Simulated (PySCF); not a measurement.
**CN at revPBE**

Computed with revPBE; PySCF, spin-free X2C with a Gaussian nucleus, basis sets C x2c-SVPall, N x2c-SVPall.

```
state                                          : ²Σ⁺ (doublet), unpaired electrons σ ↑
bond length                                    : 1.185 Å
harmonic wavenumber                            : 2101 cm⁻¹
force constant                                 : 16.8 mdyn/Å
rotational constant Be                         : 1.857 cm⁻¹
anharmonicity ωexe                             : 12.3 cm⁻¹
vibration–rotation constant αe                 : 0.0160 cm⁻¹
well depth De to C + N                         : 190.2 kcal/mol
dissociation energy D0                         : 187.2 kcal/mol
bond order (Mayer)                             : 3.12
dipole moment (positive dipole means C(−)N(+)) : -1.04 D
```

The state was picked by a PBE0 search and need not be the measured ground state.
